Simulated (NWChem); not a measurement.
Everything below was run with NWChem. System: CN, charge 0, spin multiplicity 2, at a geometry optimised with UB3LYP/def2-SVP. The structure started from a generated list of species. Its SCF solution wasn't tested for a lower state. Level: UPBE/def2-TZVP.

Job file:

```
start mol
memory heap 200 mb stack 900 mb global 1100 mb
geometry units angstroms nocenter noautoz
  C      0.000000     0.000000     0.630304
  N      0.000000     0.000000    -0.540261
  symmetry group C2v
end
basis spherical
  * library def2-tzvp
end
dft
  xc xpbe96 cpbe96
  odft
  mult 2
  semidirect memsize 60000000 filesize 0
  iterations 100
end
task dft energy
```

Output (cleaned and shortened):

```
             Northwest Computational Chemistry Package (NWChem) 7.3.0
             --------------------------------------------------------

                                NWChem Input Module
                                -------------------

 Scaling coordinates for geometry "geometry" by  1.889725989
 (inverse scale =  0.529177249)

 Turning off AUTOSYM since
 SYMMETRY directive was detected!

                             Geometry "geometry" -> ""
                             -------------------------

 Output coordinates in angstroms (scale by  1.889725989 to convert to a.u.)

  No.       Tag          Charge          X              Y              Z
 ---- ---------------- ---------- -------------- -------------- --------------
    1 C                    6.0000     0.00000000     0.00000000     0.63030400
    2 N                    7.0000     0.00000000     0.00000000    -0.54026100

 Effective nuclear repulsion energy (a.u.)      18.9869374686

            Nuclear Dipole moment (a.u.)
            ----------------------------
        X                 Y               Z
 ---------------- ---------------- ----------------
     0.0000000000     0.0000000000    -0.0000056692

      Symmetry information
      --------------------

 Group name             C2v
 Group number             16
 Group order               4
 No. of unique centers     2

      Symmetry unique atoms

     1    2


 Summary of "ao basis" -> "" (spherical)
 ------------------------------------------------------------------------------
       Tag                 Description            Shells   Functions and Types
 ---------------- ------------------------------  ------  ---------------------
 *                         def2-tzvp                  on all atoms

  pbe96 is a nonlocal functional; adding pw91lda local functional.

                                 NWChem DFT Module
                                 -----------------

 Summary of "ao basis" -> "ao basis" (spherical)
 ------------------------------------------------------------------------------
       Tag                 Description            Shells   Functions and Types
 ---------------- ------------------------------  ------  ---------------------
 C                         def2-tzvp                11       31   5s3p2d1f
 N                         def2-tzvp                11       31   5s3p2d1f

 Summary of "ao basis" -> "ao basis" (spherical)
 ------------------------------------------------------------------------------
       Tag                 Description            Shells   Functions and Types
 ---------------- ------------------------------  ------  ---------------------
 C                         def2-tzvp                11       31   5s3p2d1f
 N                         def2-tzvp                11       31   5s3p2d1f

      Symmetry analysis of basis
      --------------------------

        a1         28
        a2          6
        b1         14
        b2         14

            General Information
            -------------------
          SCF calculation type: DFT
          Wavefunction type:  spin polarized.
          No. of atoms     :     2
          No. of electrons :    13
           Alpha electrons :     7
            Beta electrons :     6
          Charge           :     0
          Spin multiplicity:     2
          Use of symmetry is: on ; symmetry adaption is: on
          Maximum number of iterations: 100
          AO basis - number of functions:    62
                     number of shells:    22
          Convergence on energy requested:  1.00D-06
          Convergence on density requested:  1.00D-05
          Convergence on gradient requested:  5.00D-04

              XC Information
              --------------
          PerdewBurkeErnzerhof Exchange Functional  1.000
            Perdew 1991 LDA Correlation Functional  1.000 local
           PerdewBurkeErnz. Correlation Functional  1.000 non-local

             Grid Information
             ----------------
          Grid used for XC integration:  medium
          Radial quadrature: Mura-Knowles
          Angular quadrature: Lebedev.
          Tag              B.-S. Rad. Rad. Pts. Rad. Cut. Ang. Pts.
          ---              ---------- --------- --------- ---------
          C                   0.70       49           6.0       434
          N                   0.65       49           7.0       434
          Grid pruning is: on
          Number of quadrature shells:    98
          Spatial weights used:  Erf1

          Convergence Information
          -----------------------
          Convergence aids based upon iterative change in
          total energy or number of iterations.
          Levelshifting, if invoked, occurs when the
          HOMO/LUMO gap drops below (HL_TOL):  1.00D-02
          DIIS, if invoked, will attempt to extrapolate
          using up to (NFOCK): 10 stored Fock matrices.

                    Damping( 0%)  Levelshifting(0.5)       DIIS
                  --------------- ------------------- ---------------
          dE  on:    start            ASAP                start
          dE off:    2 iters        100 iters           100 iters

      Screening Tolerance Information
      -------------------------------
          Density screening/tol_rho:  1.00D-10
          AO Gaussian exp screening on grid/accAOfunc:  14
          CD Gaussian exp screening on grid/accCDfunc:  20
          XC Gaussian exp screening on grid/accXCfunc:  20
          Schwarz screening/accCoul:  1.00D-08

      Superposition of Atomic Density Guess
      -------------------------------------

[...]
                  ----------------------------------------------

                     irrep           alpha         beta
                     --------     --------     --------
                     a1                5.0          4.0
                     a2                0.0          0.0
                     b1                1.0          1.0
                     b2                1.0          1.0

                    DFT Final Alpha Molecular Orbital Analysis
                    ------------------------------------------

 Vector    5  Occ=1.000000D+00  E=-3.563415D-01  Symmetry=a1
              MO Center=  6.6D-16,  5.1D-15,  4.0D-02, r^2= 1.5D+00
   Bfn.  Coefficient  Atom+Function         Bfn.  Coefficient  Atom+Function
  ----- ------------  ---------------      ----- ------------  ---------------
     8      0.356324  1 C  pz                39     -0.351269  2 N  pz
    11      0.252236  1 C  pz                42     -0.229364  2 N  pz
    35      0.205890  2 N  s                  5      0.203679  1 C  s
     4      0.188626  1 C  s                 45     -0.148435  2 N  pz
    36      0.118334  2 N  s                 34      0.076422  2 N  s

 Vector    6  Occ=1.000000D+00  E=-3.532419D-01  Symmetry=b2
              MO Center=  2.2D-30, -7.7D-15, -2.2D-02, r^2= 1.1D+00
   Bfn.  Coefficient  Atom+Function         Bfn.  Coefficient  Atom+Function
  ----- ------------  ---------------      ----- ------------  ---------------
    38      0.343791  2 N  py                 7      0.312887  1 C  py
    41      0.278545  2 N  py                10      0.247076  1 C  py
    44      0.142431  2 N  py                13      0.100808  1 C  py

 Vector    7  Occ=1.000000D+00  E=-3.532419D-01  Symmetry=b1
              MO Center= -9.4D-16,  3.0D-31, -2.2D-02, r^2= 1.1D+00
   Bfn.  Coefficient  Atom+Function         Bfn.  Coefficient  Atom+Function
  ----- ------------  ---------------      ----- ------------  ---------------
    37      0.343791  2 N  px                 6      0.312887  1 C  px
    40      0.278545  2 N  px                 9      0.247076  1 C  px
    43      0.142431  2 N  px                12      0.100808  1 C  px

 Vector    8  Occ=0.000000D+00  E=-5.555141D-02  Symmetry=b2
              MO Center= -6.1D-31,  2.9D-15,  2.3D-01, r^2= 1.7D+00
   Bfn.  Coefficient  Atom+Function         Bfn.  Coefficient  Atom+Function
  ----- ------------  ---------------      ----- ------------  ---------------
    13      0.484666  1 C  py                44     -0.465375  2 N  py
    10      0.367213  1 C  py                 7      0.356521  1 C  py
    38     -0.348832  2 N  py                41     -0.286072  2 N  py
    21      0.053091  1 C  d -1

 Vector    9  Occ=0.000000D+00  E=-5.555141D-02  Symmetry=b1
              MO Center= -1.8D-15,  3.9D-31,  2.3D-01, r^2= 1.7D+00
   Bfn.  Coefficient  Atom+Function         Bfn.  Coefficient  Atom+Function
  ----- ------------  ---------------      ----- ------------  ---------------
    12      0.484666  1 C  px                43     -0.465375  2 N  px
     9      0.367213  1 C  px                 6      0.356521  1 C  px
    37     -0.348832  2 N  px                40     -0.286072  2 N  px
    23     -0.053091  1 C  d  1

 Vector   10  Occ=0.000000D+00  E= 1.025264D-01  Symmetry=a1
              MO Center= -1.1D-14, -2.2D-15,  7.4D-02, r^2= 4.6D+00
   Bfn.  Coefficient  Atom+Function         Bfn.  Coefficient  Atom+Function
  ----- ------------  ---------------      ----- ------------  ---------------
     5      4.196890  1 C  s                 36     -3.965523  2 N  s
    14     -1.965323  1 C  pz                45     -1.326914  2 N  pz
    11     -0.697358  1 C  pz                35     -0.400821  2 N  s
    42     -0.204756  2 N  pz                22      0.173521  1 C  d  0
     4      0.157658  1 C  s                 34     -0.148362  2 N  s

                     DFT Final Beta Molecular Orbital Analysis
                     -----------------------------------------

 Vector    4  Occ=1.000000D+00  E=-3.983600D-01  Symmetry=a1
              MO Center=  6.4D-15, -1.1D-15, -2.9D-01, r^2= 1.3D+00
   Bfn.  Coefficient  Atom+Function         Bfn.  Coefficient  Atom+Function
  ----- ------------  ---------------      ----- ------------  ---------------
    35     -0.354676  2 N  s                  4      0.347511  1 C  s
     3      0.269042  1 C  s                 39      0.262094  2 N  pz
    34     -0.229118  2 N  s                 36     -0.229938  2 N  s
    42      0.186057  2 N  pz                 2     -0.159290  1 C  s
    33      0.144768  2 N  s                  5      0.109888  1 C  s

 Vector    5  Occ=1.000000D+00  E=-3.443638D-01  Symmetry=b2
              MO Center= -5.4D-32,  5.3D-16, -7.2D-02, r^2= 1.0D+00
   Bfn.  Coefficient  Atom+Function         Bfn.  Coefficient  Atom+Function
  ----- ------------  ---------------      ----- ------------  ---------------
    38      0.356291  2 N  py                 7      0.294161  1 C  py
    41      0.287739  2 N  py                10      0.226976  1 C  py
    44      0.153865  2 N  py                13      0.097146  1 C  py
    21     -0.027852  1 C  d -1

 Vector    6  Occ=1.000000D+00  E=-3.443638D-01  Symmetry=b1
              MO Center=  1.7D-16,  1.3D-31, -7.2D-02, r^2= 1.0D+00
   Bfn.  Coefficient  Atom+Function         Bfn.  Coefficient  Atom+Function
  ----- ------------  ---------------      ----- ------------  ---------------
    37      0.356291  2 N  px                 6      0.294161  1 C  px
    40      0.287739  2 N  px                 9      0.226976  1 C  px
    43      0.153865  2 N  px                12      0.097146  1 C  px
    23      0.027852  1 C  d  1

 Vector    7  Occ=0.000000D+00  E=-2.806617D-01  Symmetry=a1
              MO Center=  1.0D-15, -7.6D-16,  5.2D-01, r^2= 1.5D+00
   Bfn.  Coefficient  Atom+Function         Bfn.  Coefficient  Atom+Function
  ----- ------------  ---------------      ----- ------------  ---------------
     5      0.371370  1 C  s                  8      0.358712  1 C  pz
    39     -0.291778  2 N  pz                11      0.258554  1 C  pz
     4      0.251276  1 C  s                 42     -0.173087  2 N  pz
    45     -0.158262  2 N  pz                 3      0.134259  1 C  s
    35      0.121731  2 N  s                  2     -0.090463  1 C  s

 Vector    8  Occ=0.000000D+00  E=-3.245312D-02  Symmetry=b1
              MO Center= -7.3D-15,  1.6D-30,  2.6D-01, r^2= 1.8D+00
   Bfn.  Coefficient  Atom+Function         Bfn.  Coefficient  Atom+Function
  ----- ------------  ---------------      ----- ------------  ---------------
    12      0.530896  1 C  px                43     -0.477960  2 N  px
     9      0.365737  1 C  px                 6      0.363805  1 C  px
    37     -0.337563  2 N  px                40     -0.284913  2 N  px

 Vector    9  Occ=0.000000D+00  E=-3.245312D-02  Symmetry=b2
              MO Center= -3.2D-31,  1.5D-15,  2.6D-01, r^2= 1.8D+00
   Bfn.  Coefficient  Atom+Function         Bfn.  Coefficient  Atom+Function
  ----- ------------  ---------------      ----- ------------  ---------------
    13      0.530896  1 C  py                44     -0.477960  2 N  py
    10      0.365737  1 C  py                 7      0.363805  1 C  py
    38     -0.337563  2 N  py                41     -0.284913  2 N  py

   alpha - beta orbital overlaps
   -----------------------------

   alpha      1      2      3      4      5      6      7      8      9     10
    beta      1      2      3      4      7      5      6      9      8     10
 overlap   1.000  1.000  1.000  0.959  0.958  0.999  0.999  0.999  0.999  0.992

   alpha     11     12     13     14     15     16     17     18     19     20
    beta     11     12     13     14     16     15     17     18     19     20
 overlap   0.992  0.999  0.999  0.999  1.000  1.000  0.943  0.942  1.000  1.000

   alpha     21     22     23     24     25     26     27     28     29     30
    beta     21     22     23     24     25     26     27     29     28     31
 overlap   0.999  0.999  0.977  1.000  1.000  0.925  0.948  0.999  0.999  0.999

   alpha     31     32     33     34     35     36     37     38     39     40
    beta     30     32     33     35     34     37     36     38     39     40
 overlap   0.999  0.999  1.000  1.000  1.000  1.000  1.000  0.996  0.996  0.997

   alpha     41     42     43     44     45     46     47     48     49     50
    beta     41     42     43     44     45     46     47     48     49     50
 overlap   0.997  0.996  0.996  0.994  0.995  0.998  0.998  0.999  1.000  1.000

   alpha     51     52     53     54     55     56     57     58     59     60
    beta     51     52     53     54     56     55     57     59     58     60
 overlap   0.998  0.998  0.998  0.998  1.000  1.000  1.000  1.000  1.000  1.000

   alpha     61     62
    beta     61     62
 overlap   1.000  1.000

     --------------------------
     Expectation value of S2:
     --------------------------
      <S2> =      0.7557 (Exact =     0.7500)

 center of mass
 --------------
 x =   0.00000000 y =   0.00000000 z =  -0.00012097

 moments of inertia (a.u.)
 ------------------
          31.620491876071           0.000000000000           0.000000000000
           0.000000000000          31.620491876071           0.000000000000
           0.000000000000           0.000000000000           0.000000000000

     Multipole analysis of the density
     ---------------------------------

     L   x y z        total         alpha         beta         nuclear
     -   - - -        -----         -----         ----         -------
     0   0 0 0     -0.000000     -7.000000     -6.000000     13.000000

     1   1 0 0     -0.000000      0.000000     -0.000000      0.000000
     1   0 1 0     -0.000000     -0.000000     -0.000000      0.000000
     1   0 0 1      0.446050     -0.379818      0.825874     -0.000006

     2   2 0 0     -8.174212     -4.427587     -3.746625      0.000000
     2   1 1 0     -0.000000     -0.000000     -0.000000      0.000000
     2   1 0 1      0.000000      0.000000      0.000000      0.000000
     2   0 2 0     -8.174212     -4.427587     -3.746625      0.000000
     2   0 1 1      0.000000      0.000000      0.000000      0.000000
     2   0 0 2     -7.826930    -14.124734     -9.510843     15.808646

 Task  times  cpu:        0.8s     wall:        0.8s

 Total times  cpu:        0.8s     wall:        0.8s
```
